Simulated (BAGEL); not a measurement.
# SiH3Cl (SMILES [SiH3]Cl): levels of theory compared

We compute a comparison of 3 runs (HF/3-21G, HF/6-31G*, HF/aug-cc-pVDZ) of SiH3Cl. 

The results are computed with BAGEL 1.2.2.

19 further runs of the same task are left out: 4 that didn't finish, 15 set aside as unsound or not needed.

## 1. Starting point

SiH3Cl has 5 atoms, charge 0, and is taken as a singlet. As SMILES, `[SiH3]Cl`. The Si1–H5 distance was set to 3.258 Å, away from the relaxed value. At this shape a bond of the SMILES string is far longer than usual.

Bond lengths: Si1–Cl2 2.054 Å, Si1–H3 1.481 Å, Si1–H4 1.481 Å. Angles: Cl2–Si1–H3 108.5°, Cl2–Si1–H4 108.5°, H3–Si1–H4 110.4°.

## 2. The energy at HF/3-21G (density fitting with qzvpp-jkfit) (run 1)

hf.json

```json
{ "bagel" : [

{
  "title" : "molecule",
  "basis" : "3-21g",
  "df_basis" : "qzvpp-jkfit",
  "angstrom" : true,
  "geometry" : [
    { "atom" : "Si", "xyz" : [   -0.017442,   -1.753530,    0.057658 ] },
    { "atom" : "Cl", "xyz" : [    1.932858,   -2.285630,    0.418458 ] },
    { "atom" : "H", "xyz" : [   -0.856342,   -2.260430,    1.167658 ] },
    { "atom" : "H", "xyz" : [   -0.440142,   -2.357830,   -1.226342 ] },
    { "atom" : "H", "xyz" : [   -0.190800,    1.495400,   -0.104700 ] }
  ]
},
{
  "title" : "hf"
},
{
  "title" : "print",
  "file" : "orbitals.molden",
  "orbitals" : true
}

]}
```

Launch:

```
$ BAGEL_NUM_THREADS=1 BAGEL hf.json > hf.out
```

Log:

```text
* using 1 threads per process

  ===============================================================
  ===============================================================

  *** Geometry ***

  { "atom" : "Si", "xyz" : [     -0.032961,     -3.313691,      0.108958 ] },
  { "atom" : "Cl", "xyz" : [      3.652572,     -4.319215,      0.790771 ] },
  { "atom" : "H", "xyz" : [     -1.618252,     -4.271594,      2.206554 ] },
  { "atom" : "H", "xyz" : [     -0.831748,     -4.455653,     -2.317451 ] },
  { "atom" : "H", "xyz" : [     -0.360560,      2.825896,     -0.197854 ] },

  Number of auxiliary basis functions:      310

  Since a DF basis is specified, we compute 2- and 3-index integrals:
    o Being stored without compression. Storage requirement is 0.003 GB

  Number of basis functions:       32
  Number of electrons      :       34

    * METHOD: MOLECULE                             0.06

  *** RHF ***

  === Nuclear Repulsion ===
    82.3809961445

      * DIIS with orbital gradients will be used.

  === RHF iteration (3-21g) ===
      0       -746.16164268          0.01816647           0.01
      1       -746.22239121          0.01190172           0.01
      2       -746.25216252          0.00115317           0.01
      3       -746.25258042          0.00033407           0.01
      4       -746.25261327          0.00009438           0.01
      5       -746.25261661          0.00002154           0.01
      6       -746.25261680          0.00000411           0.01
      7       -746.25261681          0.00000040           0.01
      8       -746.25261681          0.00000006           0.01
      9       -746.25261681          0.00000002           0.01
     10       -746.25261681          0.00000001           0.01
    * SCF iteration converged.

    * Permanent dipole moment:
           (    0.887860,     0.434980,     0.136770) a.u.

    * METHOD: HF                                   0.15

    * METHOD: PRINT                                0.00

  ===============================================================
```

Run time: 0.35 s. Hardware: 1 thread of Arm Neoverse V1, shared host.

## 3. The energy at HF/6-31G(d) (density fitting with qzvpp-jkfit, spherical functions) (run 2)

calc.json

```json
{ "bagel" : [

{
  "title" : "molecule",
  "basis" : "6-31gs.json",
  "df_basis" : "qzvpp-jkfit",
  "angstrom" : "true",
  "geometry" : [
    { "atom" : "Si", "xyz" : [   -0.017442,   -1.753530,    0.057658 ] },
    { "atom" : "Cl", "xyz" : [    1.932858,   -2.285630,    0.418458 ] },
    { "atom" : "H", "xyz" : [   -0.856342,   -2.260430,    1.167658 ] },
    { "atom" : "H", "xyz" : [   -0.440142,   -2.357830,   -1.226342 ] },
    { "atom" : "H", "xyz" : [   -0.190800,    1.495400,   -0.104700 ] }
  ]
},
{ "title" : "hf" },
{ "title" : "print", "file" : "orbitals.molden", "orbitals" : "true" }

]}
```

The basis set 6-31G* is read from a file made from the Basis Set Exchange's data (not shown).

Launch:

```
$ BAGEL_NUM_THREADS=1 BAGEL calc.json > calc.out
```

Log:

```text
* using 1 threads per process

  ===============================================================
  ===============================================================

  *** Geometry ***

  { "atom" : "Si", "xyz" : [     -0.032961,     -3.313691,      0.108958 ] },
  { "atom" : "Cl", "xyz" : [      3.652572,     -4.319215,      0.790771 ] },
  { "atom" : "H", "xyz" : [     -1.618252,     -4.271594,      2.206554 ] },
  { "atom" : "H", "xyz" : [     -0.831748,     -4.455653,     -2.317451 ] },
  { "atom" : "H", "xyz" : [     -0.360560,      2.825896,     -0.197854 ] },

  Number of auxiliary basis functions:      310

  Since a DF basis is specified, we compute 2- and 3-index integrals:
    o Being stored without compression. Storage requirement is 0.004 GB

  Number of basis functions:       42
  Number of electrons      :       34

    * METHOD: MOLECULE                             0.07

  *** RHF ***

  === Nuclear Repulsion ===
    82.3809961445

      * DIIS with orbital gradients will be used.

  === RHF iteration (6-31gs.json) ===
      0       -749.87780658          0.01664589           0.01
      1       -749.94460089          0.01024373           0.01
      2       -749.97523722          0.00144394           0.01
      3       -749.97599764          0.00028795           0.01
      4       -749.97603544          0.00008480           0.01
      5       -749.97603938          0.00002267           0.01
      6       -749.97603970          0.00000440           0.01
      7       -749.97603971          0.00000107           0.01
      8       -749.97603971          0.00000020           0.01
      9       -749.97603971          0.00000006           0.01
     10       -749.97603971          0.00000002           0.01
     11       -749.97603971          0.00000001           0.01
    * SCF iteration converged.

    * Permanent dipole moment:
           (    0.531400,     0.920443,     0.055028) a.u.

    * METHOD: HF                                   0.20

    * METHOD: PRINT                                0.01

  ===============================================================
```

It took 0.4 s on 1 thread of Arm Neoverse V1, shared host.

## 4. The energy at HF/aug-cc-pVDZ (density fitting with qzvpp-jkfit) (run 3)

input.json

```json
{ "bagel": [

{
  "title": "molecule",
  "basis": "aug-cc-pvdz.json",
  "df_basis": "qzvpp-jkfit",
  "angstrom": "true",
  "geometry": [
    { "atom": "Si", "xyz": [   -0.017442,   -1.753530,    0.057658 ] },
    { "atom": "Cl", "xyz": [    1.932858,   -2.285630,    0.418458 ] },
    { "atom": "H", "xyz": [   -0.856342,   -2.260430,    1.167658 ] },
    { "atom": "H", "xyz": [   -0.440142,   -2.357830,   -1.226342 ] },
    { "atom": "H", "xyz": [   -0.190800,    1.495400,   -0.104700 ] }
  ]
},
{
  "title": "hf",
  "charge": 0
},
{
  "title": "print",
  "file": "orbitals.molden",
  "orbitals": "true"
}

]}
```

The basis set aug-cc-pVDZ is read from a file made from the Basis Set Exchange's data (not shown).

Launch:

```
$ BAGEL_NUM_THREADS=1 BAGEL input.json > input.out
```

Log:

```text
* using 1 threads per process

  ===============================================================
  ===============================================================

  *** Geometry ***

  { "atom" : "Si", "xyz" : [     -0.032961,     -3.313691,      0.108958 ] },
  { "atom" : "Cl", "xyz" : [      3.652572,     -4.319215,      0.790771 ] },
  { "atom" : "H", "xyz" : [     -1.618252,     -4.271594,      2.206554 ] },
  { "atom" : "H", "xyz" : [     -0.831748,     -4.455653,     -2.317451 ] },
  { "atom" : "H", "xyz" : [     -0.360560,      2.825896,     -0.197854 ] },

  Number of auxiliary basis functions:      310

  Since a DF basis is specified, we compute 2- and 3-index integrals:
    o Being stored without compression. Storage requirement is 0.016 GB

  Number of basis functions:       81
  Number of electrons      :       34

    * METHOD: MOLECULE                             0.10

  *** RHF ***

  === Nuclear Repulsion ===
    82.3809961445

      * DIIS with orbital gradients will be used.

  === RHF iteration (aug-cc-pvdz.json) ===
      0       -749.90718179          0.01433836           0.03
      1       -749.99650201          0.00853020           0.03
      2       -750.02869295          0.00131598           0.03
      3       -750.02975002          0.00028481           0.03
      4       -750.02981044          0.00007536           0.03
      5       -750.02981555          0.00002192           0.03
      6       -750.02981606          0.00000546           0.03
      7       -750.02981609          0.00000172           0.03
      8       -750.02981609          0.00000046           0.03
      9       -750.02981609          0.00000015           0.03
     10       -750.02981609          0.00000003           0.03
     11       -750.02981609          0.00000001           0.02
    * SCF iteration converged.

    * Permanent dipole moment:
           (    0.310401,     1.347811,    -0.000818) a.u.

    * METHOD: HF                                   0.41

    * METHOD: PRINT                                0.02

  ===============================================================
```

It took 0.65 s on 1 thread of Arm Neoverse V1, shared host.

## 5. The series

| run | level | energy (Eh) | dipole moment (D) | HOMO energy (eV) | LUMO energy (eV) | wall time |
| --- | --- | --- | --- | --- | --- | --- |
| 1 | HF/3-21G (density fitting with qzvpp-jkfit) | -746.252617 | 2.54 | -8.36 | -1.36 | 0.35 s |
| 2 | HF/6-31G* (density fitting with qzvpp-jkfit, spherical functions) | -749.976040 | 2.71 | -8.22 | -1.11 | 0.4 s |
| 3 | HF/aug-cc-pVDZ (density fitting with qzvpp-jkfit) | -750.029816 | 3.52 | -8.29 | -1.32 | 0.65 s |

## 6. Summary of results

| quantity | value |
| --- | --- |
| run 3: total energy | -750.02982 Eh |
| run 3: dipole moment | 3.52 D |
| run 3: HOMO energy | -8.29 eV |
| run 3: LUMO energy | -1.32 eV |
| run 3: HOMO–LUMO gap | 6.97 eV |

The dipole moment (its size) runs from 2.54 D (HF/3-21G) to 3.52 D (HF/aug-cc-pVDZ). The HOMO–LUMO gap runs from 6.97 eV (HF/aug-cc-pVDZ) to 7.10 eV (HF/6-31G*). In runs 1, 2, 3 a closed-shell determinant meets a far-stretched bond, which it describes badly. All runs together took 1.4 s, the longest 0.65 s.
